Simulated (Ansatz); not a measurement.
Harmonic frequencies (cm⁻¹) at PBE0-D4/def2-TZVP from Ansatz: 79, 148, 198, 370, 434, 556, 693, 731, 744, 874, 951, 972, 991, 1206, 1347, 1394, 1458, 1476, 1704, 3068, 3162, 3172, 3189, 3294.

Each molecule was computed in one conformer, which needn't be the lowest.

Task: Which molecule is it?
A. `CC(=S)CF`
B. `C=C(F)SC`
C. `BCB`
D. `C=C(F)CS`

Result: B.
